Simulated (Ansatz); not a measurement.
Relaxation of BH6NSi (9 atoms, charge 0, multiplicity 1), to a largest force component of 0.02 eV/Å in at most 40 steps.

These are results of RKS PBE-D4/def2-SVP in Ansatz 0.2.0, not measurements.

```xyz
9
Properties=species:S:1:pos:R:3
N -1.234 0.728 -0.772
B 0.106 0.678 -0.179
Si 0.600 -0.898 0.804
H -1.279 0.032 -1.510
H -1.339 1.679 -1.307
H 0.873 1.592 -0.298
H 0.583 -2.075 -0.056
H 2.050 -0.721 1.297
H -0.270 -1.062 2.003
```

Problem. Where does it end, and by what steps?

Solution. It converged. The force dipped under the threshold on the way, but the program's further checks kept it going. After 10 steps the energy has fallen by 1.013 eV; H6 moved furthest, 0.90 Å.

```json
{"step": "0", "energy less start (eV)": "0.0000", "largest force component (eV/Å)": "3.012", "accepted": "yes"}
{"step": "1", "energy less start (eV)": "-0.5071", "largest force component (eV/Å)": "2.023", "accepted": "yes"}
{"step": "2", "energy less start (eV)": "-0.8102", "largest force component (eV/Å)": "1.092", "accepted": "yes"}
{"step": "3", "energy less start (eV)": "-0.9380", "largest force component (eV/Å)": "0.558", "accepted": "yes"}
{"step": "4", "energy less start (eV)": "-0.9647", "largest force component (eV/Å)": "0.521", "accepted": "yes"}
{"step": "5", "energy less start (eV)": "-1.0064", "largest force component (eV/Å)": "0.127", "accepted": "yes"}
{"step": "6", "energy less start (eV)": "-1.0114", "largest force component (eV/Å)": "0.125", "accepted": "yes"}
{"step": "7", "energy less start (eV)": "-1.0124", "largest force component (eV/Å)": "0.056", "accepted": "yes"}
{"step": "8", "energy less start (eV)": "-1.0128", "largest force component (eV/Å)": "0.049", "accepted": "yes"}
{"step": "9", "energy less start (eV)": "-1.0132", "largest force component (eV/Å)": "0.013", "accepted": "yes"}
{"step": "10", "energy less start (eV)": "-1.0133", "largest force component (eV/Å)": "0.005", "accepted": "yes"}
```

```xyz
9
Properties=species:S:1:pos:R:3
N -0.860 0.761 -1.169
B -0.014 0.804 -0.059
Si 0.624 -0.899 0.833
H -1.202 -0.105 -1.589
H -1.203 1.599 -1.644
H 0.326 1.901 0.352
H 0.089 -2.142 0.155
H 2.131 -1.003 0.824
H 0.198 -0.963 2.280
```

Run time: 19 s on 1 thread of Arm Neoverse V2 (shared host), peak memory 0.13 GiB.
